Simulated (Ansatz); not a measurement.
# P₂H₂ (quintet): from Hartree-Fock to the top rungs, cc-pVTZ

Aim: climb from Hartree-Fock through coupled cluster and multireference methods for P₂H₂ (quintet) at one geometry and basis, and see what each rung misses.

The runs use Ansatz 0.2.0, Gaussian basis; cc-pVTZ, core rule «outside noble gas», up to 10 orbitals frozen.

To be run: UHF; CCSD(T) on ROHF; CCSD(T) on UHF; BCCD(T) on ROHF; CCSDT(Q) on ROHF; CCSDT(Q) on UHF; CASSCF and MRCISD+Q, 12 electrons in 10 orbitals; CASSCF and NEVPT2, 12 electrons in 10 orbitals.

6 further runs of the same task are left out: 6 set aside as unsound or not needed.

## Step 1: What is computed

The geometry is a PBE0/def2-TZVP stationary point (not a proven minimum) of the parent state, kept for this charge and spin.

4 atoms, charge 0, spin multiplicity 5.

Atoms are counted from 1 here; the program's logs count them from 0.

Bond lengths: P1–P2 2.159 Å, P1–H3 1.428 Å, P2–H4 1.428 Å. Angles: P2–P1–H3 95.2°, P1–P2–H4 95.2°.

## Step 2: UHF

in.yaml

```yaml
crystal:
  periodic: [false, false, false]
  atoms:
    - {symbol: P, position_ang: [-0.031349, -0.073548, 1.077042]}
    - {symbol: P, position_ang: [-0.031350, 0.073548, -1.077042]}
    - {symbol: H, position_ang: [0.963360, 0.931093, 1.276164]}
    - {symbol: H, position_ang: [0.963376, -0.931077, -1.276164]}
basis:
  gaussian: {orbitals: cc-pVTZ}
magnetization: {spin_polarized: true, initial_magnetization: 4}
hamiltonian: {xc: hf}
output: {orbitals: {seedname: orbitals}}
```

The run is started by

```console
ansatz run in.yaml --threads 1 --pin off --events-out ev --progress --plain --max-ram 4096MiB --backend cpu
```

After this run come: CCSD(T) on ROHF; CCSD(T) on UHF; BCCD(T) on ROHF; CCSDT(Q) on ROHF; CCSDT(Q) on UHF; CASSCF and MRCISD+Q, 12 electrons in 10 orbitals; CASSCF and NEVPT2, 12 electrons in 10 orbitals.

Q: Predict the results of all the runs planned. Wanted: UCCSDT(Q) below the RHF energy; RMP2 from UCCSDT(Q); UMP2 from UCCSDT(Q); RCCSD from UCCSDT(Q); RCCSD(T) from UCCSDT(Q); UCCSD(T) from UCCSDT(Q); RCCSDT(Q) from UCCSDT(Q); NEVPT2 valence from UCCSDT(Q); MRCISD+Q valence from UCCSDT(Q).

As calculated:

```
                         quantity                      value
   UCCSDT(Q) below the RHF energy                 -8.5082 eV
              RMP2 from UCCSDT(Q)                +1485.3 meV
              UMP2 from UCCSDT(Q)                +1560.9 meV
             RCCSD from UCCSDT(Q)                 +471.9 meV
          RCCSD(T) from UCCSDT(Q)                  +81.2 meV
          UCCSD(T) from UCCSDT(Q)                  +81.4 meV
         RCCSDT(Q) from UCCSDT(Q)                   +3.2 meV
    NEVPT2 valence from UCCSDT(Q)                +1642.8 meV
  MRCISD+Q valence from UCCSDT(Q)                 +156.0 meV
levels within 1 kcal/mol (43 meV)  RCCSDT, UCCSDT, RCCSDT(Q)
                    T1 diagnostic                      0.025
   effectively unpaired electrons                       4.03
```

RCCSD(T) misses by +81.2 meV, 1.0 % of the correlation energy. One determinant dominates. Of the multireference levels listed MRCISD+Q valence comes nearest in total energy (+156.0 meV), which doesn't show that its space is the better one. These misses are within one basis, not against nature; the frozen cores of restricted and unrestricted runs differ, which can shift their rows.
